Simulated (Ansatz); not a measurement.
Ansatz (a first-principles code) input file for fluoromethane (CH3F), SMILES FC, B3LYP-D3(BJ)/def2-TZVP. 

Ansatz 0.2 input:
```yaml
crystal:
  periodic: [false, false, false]
  atoms:
    - {symbol: C, position_ang: [0.00000000, 0.00000000, 0.62575875]}
    - {symbol: F, position_ang: [0.00000000, 0.00000000, -0.73847364]}
    - {symbol: H, position_ang: [0.89792967, -0.51841994, 0.96390343]}
    - {symbol: H, position_ang: [-0.00000001, 1.03683987, 0.96390344]}
    - {symbol: H, position_ang: [-0.89792967, -0.51841995, 0.96390343]}
basis:
  gaussian:
    orbitals: def2-TZVP
hamiltonian:
  xc: b3lyp
  dispersion: d3bj
relax: {f_tol: 0.002, max_steps: 200}
```

Log of the run:

```
Functional definition: B3LYP
integrals: 0.01 GiB planned
468 factors; their error is unknown
mean field: 0.16 GiB planned
mean field evaluation 1: about -3801.7417 eV, gradient 3.6e1 eV
mean field evaluation 2: about -3801.3659 eV, gradient 3.9e1 eV
mean field evaluation 4: about -3804.3180 eV, gradient 2.0e0 eV
mean field evaluation 8: about -3804.3234 eV, gradient 1.4e-2 eV
mean field evaluation 16: about -3804.3233 eV, gradient 2.5e-5 eV
mean field -3804.32327272 eV, -139.8063016096 hartree, gradient 2.5e-5 eV, S^2 0.000000; 0 other end points of the search recorded, 0 dependent functions left out
the calculation of the forces begins
reference -3804.32344786 eV, -139.8063080459 hartree; 9, 9 occupied and 71, 71 virtual orbitals, 468 factors
relax step   1: F+E_penalty+E_count = -3804.38094116 eV  Δ(F+E_penalty+E_count) = +0.000e0 eV  max|allowed force component| = 1.075e0 eV/Å  Δτ_max = 0.0000 Å  (26 SCF iters, accepted)
these checks for a lower state are left out or cut short: starts, cluster_reference, orbital_swaps, neighbouring_geometries, increment
integrals: 0.01 GiB planned
468 factors; their error is unknown
mean field: 0.16 GiB planned
mean field -3804.33881075 eV, -139.8068726217 hartree, gradient 1.9e-5 eV, S^2 0.000000; 0 other end points of the search recorded, 0 dependent functions left out
the calculation of the forces begins
reference -3804.33898563 eV, -139.8068790482 hartree; 9, 9 occupied and 71, 71 virtual orbitals, 468 factors
relax step   2: F+E_penalty+E_count = -3804.39643779 eV  Δ(F+E_penalty+E_count) = -1.550e-2 eV  max|allowed force component| = 3.307e-1 eV/Å  Δτ_max = 0.0223 Å  (29 SCF iters, accepted)
these checks for a lower state are left out or cut short: starts, cluster_reference, orbital_swaps, neighbouring_geometries, increment
integrals: 0.01 GiB planned
468 factors; their error is unknown
mean field: 0.16 GiB planned
mean field evaluation 32: about -3804.3402 eV, gradient 1.9e-5 eV
mean field -3804.34024665 eV, -139.8069253900 hartree, gradient 1.9e-5 eV, S^2 0.000000; 0 other end points of the search recorded, 0 dependent functions left out
the calculation of the forces begins
reference -3804.34042108 eV, -139.8069318000 hartree; 9, 9 occupied and 71, 71 virtual orbitals, 468 factors
relax step   3: F+E_penalty+E_count = -3804.39786040 eV  Δ(F+E_penalty+E_count) = -1.423e-3 eV  max|allowed force component| = 1.352e-1 eV/Å  Δτ_max = 0.0056 Å  (28 SCF iters, accepted)
these checks for a lower state are left out or cut short: starts, cluster_reference, orbital_swaps, neighbouring_geometries, increment
integrals: 0.01 GiB planned
468 factors; their error is unknown
mean field: 0.16 GiB planned
mean field -3804.34047182 eV, -139.8069336648 hartree, gradient 2.0e-5 eV, S^2 0.000000; 0 other end points of the search recorded, 0 dependent functions left out
the calculation of the forces begins
reference -3804.34064581 eV, -139.8069400587 hartree; 9, 9 occupied and 71, 71 virtual orbitals, 468 factors
relax step   4: F+E_penalty+E_count = -3804.39808426 eV  Δ(F+E_penalty+E_count) = -2.239e-4 eV  max|allowed force component| = 1.052e-2 eV/Å  Δτ_max = 0.0030 Å  (30 SCF iters, accepted)
these checks for a lower state are left out or cut short: starts, cluster_reference, orbital_swaps, neighbouring_geometries, increment
integrals: 0.01 GiB planned
468 factors; their error is unknown
mean field: 0.16 GiB planned
mean field -3804.34047500 eV, -139.8069337818 hartree, gradient 2.0e-5 eV, S^2 0.000000; 0 other end points of the search recorded, 0 dependent functions left out
the calculation of the forces begins
reference -3804.34064903 eV, -139.8069401772 hartree; 9, 9 occupied and 71, 71 virtual orbitals, 468 factors
relax step   5: F+E_penalty+E_count = -3804.39808691 eV  Δ(F+E_penalty+E_count) = -2.655e-6 eV  max|allowed force component| = 2.340e-4 eV/Å  Δτ_max = 0.0002 Å  (29 SCF iters, accepted)
integrals: 0.01 GiB planned
468 factors; their error is unknown
mean field: 0.16 GiB planned
mean field evaluation 64: about -3804.3406 eV, gradient 1.4e-2 eV
mean field -3804.34047500 eV, -139.8069337818 hartree, gradient 2.0e-5 eV, S^2 0.000000; 1 other end points of the search recorded, 0 dependent functions left out
the calculation of the forces begins
reference -3804.34064903 eV, -139.8069401772 hartree; 9, 9 occupied and 71, 71 virtual orbitals, 468 factors
Total energy: -3804.39826094 eV, -139.8090573758 hartree
Atom 0 at     0.000001    -0.000000     0.622464 Å, force     0.000000    -0.000000    -0.000067 eV/Å
Atom 1 at     0.000001    -0.000000    -0.766797 Å, force    -0.000000     0.000000     0.000023 eV/Å
Atom 2 at     0.894186    -0.516259     0.974442 Å, force     0.000203    -0.000117     0.000015 eV/Å
Atom 3 at    -0.000002     1.032516     0.974443 Å, force    -0.000000     0.000234     0.000015 eV/Å
Atom 4 at    -0.894186    -0.516256     0.974443 Å, force    -0.000203    -0.000117     0.000015 eV/Å
Dipole moment:    -0.000005     0.000003     0.389200 e Å
```

The run converged.
